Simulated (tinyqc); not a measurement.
Worked calculation: UKS/PBE0 in the sto-3g basis, for H2O+, spin multiplicity 2. One step of it, computed by the program tinyqc.

Question. Iteration 1: diagonalisation and new density. Diagonalise F' = X^T F X, C = X C', fill 5 alpha and 4 beta electrons from the bottom; D(s) = C_occ C_occ^T. Each column has its largest component positive (the first on a tie).

F(alpha) (hartree):
```
,1O 1s,1O 2s,1O 2px,1O 2py,1O 2pz,2H 1s,3H 1s
1O 1s,-18.504526,-4.791251,0.000000,0.000000,-0.009194,-0.457766,-0.457766
1O 2s,-4.791251,-2.050884,0.000000,0.000000,-0.140298,-0.459428,-0.459428
1O 2px,0.000000,0.000000,-0.223496,0.000000,0.000000,0.000000,0.000000
1O 2py,0.000000,0.000000,0.000000,-0.186082,0.000000,-0.192882,0.192882
1O 2pz,-0.009194,-0.140298,0.000000,0.000000,-0.183174,-0.215677,-0.215677
2H 1s,-0.457766,-0.459428,0.000000,-0.192882,-0.215677,-0.551885,-0.160102
3H 1s,-0.457766,-0.459428,0.000000,0.192882,-0.215677,-0.160102,-0.551885
```

F(beta) (hartree):
```
,1O 1s,1O 2s,1O 2px,1O 2py,1O 2pz,2H 1s,3H 1s
1O 1s,-18.487634,-4.773474,0.000000,0.000000,-0.009283,-0.455909,-0.455909
1O 2s,-4.773474,-1.959909,0.000000,0.000000,-0.140628,-0.446026,-0.446026
1O 2px,0.000000,0.000000,0.094904,0.000000,0.000000,0.000000,0.000000
1O 2py,0.000000,0.000000,0.000000,-0.154261,0.000000,-0.189828,0.189828
1O 2pz,-0.009283,-0.140628,0.000000,0.000000,-0.151458,-0.212769,-0.212769
2H 1s,-0.455909,-0.446026,0.000000,-0.189828,-0.212769,-0.543481,-0.157380
3H 1s,-0.455909,-0.446026,0.000000,0.189828,-0.212769,-0.157380,-0.543481
```

X:
```
,1,2,3,4,5,6,7
1O 1s,-0.436051,0.000000,0.673087,0.000000,0.607811,0.000000,0.225193
1O 2s,0.898071,0.000000,-0.291343,0.000000,0.340262,0.000000,0.464563
1O 2px,0.000000,0.000000,0.000000,1.000000,0.000000,0.000000,0.000000
1O 2py,0.000000,0.749723,0.000000,0.000000,0.000000,0.722065,0.000000
1O 2pz,0.433934,0.000000,0.696525,0.000000,-0.576936,0.000000,0.243756
2H 1s,-0.537378,-0.685221,-0.235311,0.000000,-0.195216,0.395017,0.395243
3H 1s,-0.537378,0.685221,-0.235311,0.000000,-0.195216,-0.395017,0.395243
```

Give: F' = X^T F X; orbital energies; coefficients C; F' = X^T F X; orbital energies; coefficients C; D(alpha) after iteration 1; D(beta) after iteration 1.

Answer.

F' = X^T F X (alpha) (hartree):
```
,1,2,3,4,5,6,7
1,-1.3126,0.0000,2.6505,0.0000,2.7699,0.0000,1.3415
2,0.0000,-0.0761,0.0000,0.0000,0.0000,0.1880,0.0000
3,2.6505,0.0000,-6.4923,0.0000,-7.3923,0.0000,-3.7309
4,0.0000,0.0000,0.0000,-0.2235,0.0000,0.0000,0.0000
5,2.7699,0.0000,-7.3923,0.0000,-8.8670,0.0000,-4.5166
6,0.0000,0.1880,0.0000,0.0000,0.0000,-0.4393,0.0000
7,1.3415,0.0000,-3.7309,0.0000,-4.5166,0.0000,-3.2331
```

orbital energies (alpha) (hartree): MO1 -18.5152, MO2 -0.9454, MO3 -0.5191, MO4 -0.4094, MO5 -0.2235, MO6 -0.0351, MO7 0.0036

coefficients C (alpha):
```
,MO1,MO2,MO3,MO4,MO5,MO6,MO7
1O 1s,0.9935,-0.2240,0.0000,-0.1596,0.0000,-0.0244,0.0000
1O 2s,0.0268,0.8175,0.0000,0.7249,0.0000,0.1691,0.0000
1O 2px,0.0000,0.0000,0.0000,0.0000,1.0000,0.0000,0.0000
1O 2py,0.0000,0.0000,0.3718,0.0000,0.0000,0.0000,0.9722
1O 2pz,0.0020,0.1778,0.0000,-0.2852,0.0000,0.9761,0.0000
2H 1s,-0.0040,0.2265,0.6313,-0.5713,0.0000,-0.4009,-0.4765
3H 1s,-0.0040,0.2265,-0.6313,-0.5713,0.0000,-0.4009,0.4765
```

F' = X^T F X (beta) (hartree):
```
,1,2,3,4,5,6,7
1,-1.2646,0.0000,2.6418,0.0000,2.7856,0.0000,1.3783
2,0.0000,-0.0592,0.0000,0.0000,0.0000,0.2009,0.0000
3,2.6418,0.0000,-6.4667,0.0000,-7.4070,0.0000,-3.7370
4,0.0000,0.0000,0.0000,0.0949,0.0000,0.0000,0.0000
5,2.7856,0.0000,-7.4070,0.0000,-8.8344,0.0000,-4.4994
6,0.0000,0.2009,0.0000,0.0000,0.0000,-0.4175,0.0000
7,1.3783,0.0000,-3.7370,0.0000,-4.4994,0.0000,-3.1920
```

orbital energies (beta) (hartree): MO1 -18.4976, MO2 -0.8808, MO3 -0.5075, MO4 -0.3724, MO5 -0.0069, MO6 0.0308, MO7 0.0949

coefficients C (beta):
```
,MO1,MO2,MO3,MO4,MO5,MO6,MO7
1O 1s,0.9938,-0.2111,0.0000,-0.1750,-0.0238,0.0000,0.0000
1O 2s,0.0258,0.7620,0.0000,0.7840,0.1647,0.0000,0.0000
1O 2px,0.0000,0.0000,0.0000,0.0000,0.0000,0.0000,1.0000
1O 2py,0.0000,0.0000,0.3523,0.0000,0.0000,0.9795,0.0000
1O 2pz,0.0020,0.1880,0.0000,-0.2568,0.9821,0.0000,0.0000
2H 1s,-0.0038,0.2707,0.6407,-0.5597,-0.3897,-0.4638,0.0000
3H 1s,-0.0038,0.2707,-0.6407,-0.5597,-0.3897,0.4638,0.0000
```

D(alpha) after iteration 1:
```
,1O 1s,1O 2s,1O 2px,1O 2py,1O 2pz,2H 1s,3H 1s
1O 1s,1.0627,-0.2721,0.0000,0.0000,0.0077,0.0365,0.0365
1O 2s,-0.2721,1.1944,0.0000,0.0000,-0.0613,-0.2291,-0.2291
1O 2px,0.0000,0.0000,1.0000,0.0000,0.0000,0.0000,0.0000
1O 2py,0.0000,0.0000,0.0000,0.1383,0.0000,0.2347,-0.2347
1O 2pz,0.0077,-0.0613,0.0000,0.0000,0.1129,0.2032,0.2032
2H 1s,0.0365,-0.2291,0.0000,0.2347,0.2032,0.7763,-0.0208
3H 1s,0.0365,-0.2291,0.0000,-0.2347,0.2032,-0.0208,0.7763
```

D(beta) after iteration 1:
```
,1O 1s,1O 2s,1O 2px,1O 2py,1O 2pz,2H 1s,3H 1s
1O 1s,1.0628,-0.2724,0.0000,0.0000,0.0072,0.0370,0.0370
1O 2s,-0.2724,1.1959,0.0000,0.0000,-0.0581,-0.2327,-0.2327
1O 2px,0.0000,0.0000,0.0000,0.0000,0.0000,0.0000,0.0000
1O 2py,0.0000,0.0000,0.0000,0.1241,0.0000,0.2257,-0.2257
1O 2pz,0.0072,-0.0581,0.0000,0.0000,0.1013,0.1946,0.1946
2H 1s,0.0370,-0.2327,0.0000,0.2257,0.1946,0.7971,-0.0239
3H 1s,0.0370,-0.2327,0.0000,-0.2257,0.1946,-0.0239,0.7971
```
